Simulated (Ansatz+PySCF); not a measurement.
The numbers below are computed, except where a source is named.
## PySCF 2.14.0 run

```python
from pyscf import gto, scf, mp

# the (T+d) and (D+d) sets load through basis_set_exchange
mol = gto.M(atom="""
C -0.563210 0.554840 -0.134580
H -0.737400 1.503710 0.362330
F -1.538940 -0.337680 0.026430
Cl 1.080640 -0.115190 0.014350
""", basis={'C': 'cc-pvtz', 'Cl': 'cc-pv(t+d)z', 'F': 'cc-pvtz', 'H': 'cc-pvtz'}, charge=0, spin=1)
mf = scf.UHF(mol)
mf.kernel()
pt = mp.MP2(mf, frozen=7).run()
print(mf.e_tot, pt.e_corr, pt.e_tot)
```

The script is written out from the run's settings.

Output:

```json
{"Converged": "yes", "Reference energy": "-597.40037 hartree", "Correlation energy": "-0.57749 hartree", "Total energy": "-597.97786 hartree", "Spin squared of the determinant": "0.762"}
```
